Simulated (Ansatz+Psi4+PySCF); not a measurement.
doublet SiF2(+): levels of theory in one basis

| atom | x (Å) | y (Å) | z (Å) |
| --- | --- | --- | --- |
| Si | 0.0134 | 0.0137 | -0.0088 |
| F | -0.0061 | 1.2515 | 1.0278 |
| F | -0.0130 | -1.2294 | 1.0279 |

Basis set: cc-pVTZ on F; cc-pV(T+d)Z on Si (spherical functions). Left uncorrelated: 7 orbitals. Correlation on ROHF uses semicanonical orbitals with singles. Charge 1, multiplicity 2.

Computed with Ansatz (development build ahead of 0.2.0) and Psi4 1.11; each method stands on the lowest determinant of its kind that the runs found.

```
  method  E − E(ROHF) (eV)  <S²> of the determinant
    ROHF              0.00                     0.75
     UHF             -0.04                     0.76
ROHF-MP2            -15.78                        –
 UHF-MP2            -15.79                     0.76
```
